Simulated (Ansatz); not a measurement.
## fcc W (model structure)

Level of theory: LDA in Ansatz (plane waves, PAW).

Numerical settings: plane-wave cutoff 500 eV, 32×32×32 k mesh, Fermi–Dirac smearing 0.1 eV, no spin polarisation, scalar-relativistic PAW data made under PBE.

Cell (relaxed at this level):

```cif
data_W
_chemical_formula_sum 'W1'
_space_group_name_H-M_alt 'P 1'
_space_group_IT_number 1
_cell_length_a 2.80948
_cell_length_b 2.80948
_cell_length_c 2.80948
_cell_angle_alpha 60.000
_cell_angle_beta 60.000
_cell_angle_gamma 60.000
loop_
_space_group_symop_operation_xyz
  'x, y, z'
loop_
_atom_site_label
_atom_site_type_symbol
_atom_site_fract_x
_atom_site_fract_y
_atom_site_fract_z
_atom_site_occupancy
W1 W 0.00000 0.00000 0.00000 1
```

| Quantity | Value |
|---|---|
| band gap | none |

Note: the relaxation could raise the start's symmetry but not lower it, so the cell can be a saddle point.

Spin–orbit coupling is not included.

Static lattice: no zero-point or thermal effects.

Cost on a shared machine: around 50 core-seconds (rough).

A model structure was made by putting elements into a prototype or built by hand; it is no filed structure, need not be a known phase, and can be a saddle point held by its symmetry.

Ansatz is a first-principles code.
